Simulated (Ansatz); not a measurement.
Relaxation of H6O2Si (9 atoms, charge 0, multiplicity 1), to a largest force component of 0.03 eV/Å in at most 50 steps.

These are results of Ansatz 0.2.0, RKS PBE-D4/6-31G*, not measurements.

```xyz
9
Properties=species:S:1:pos:R:3
Si -0.075 0.107 0.012
H 0.200 0.256 1.455
H 1.168 0.325 -0.787
H -1.086 1.162 -0.361
O -0.791 -1.398 -0.309
H -1.728 -1.346 -0.575
O 1.403 -2.029 1.256
H 0.638 -2.464 0.819
H 0.952 -1.403 1.881
```

Q: Where does it end, and by what steps?

A: The run converged. The force dipped under the threshold on the way, but the program's further checks kept it going. After 11 steps the energy has fallen by 0.142 eV; H9 moved furthest, 0.55 Å.

| step | energy less start (eV) | largest force component (eV/Å) | accepted |
| --- | --- | --- | --- |
| 0 | 0.0000 | 0.619 | yes |
| 1 | -0.0572 | 0.900 | yes |
| 2 | -0.0889 | 0.840 | yes |
| 3 | -0.0985 | 1.261 | yes |
| 4 | -0.1242 | 0.507 | yes |
| 5 | -0.1342 | 0.344 | yes |
| 6 | -0.1366 | 0.316 | yes |
| 7 | -0.1300 | 0.293 | no |
| 8 | -0.1404 | 0.043 | yes |
| 9 | -0.1420 | 0.028 | yes |
| 10 | -0.1419 | 0.097 | no |
| 11 | -0.1423 | 0.011 | yes |

```xyz
9
Properties=species:S:1:pos:R:3
Si -0.107 0.148 0.048
H 0.059 0.596 1.466
H 1.173 0.240 -0.716
H -1.080 1.110 -0.598
O -0.869 -1.374 -0.052
H -1.670 -1.344 -0.609
O 1.413 -1.922 1.130
H 0.655 -2.342 0.662
H 1.107 -1.901 2.059
```

Whether the end is a true minimum wasn't checked by a vibrational analysis.

The run took 17 s on 1 thread of Arm Neoverse V2, with other jobs on the host, peak memory 0.11 GiB.
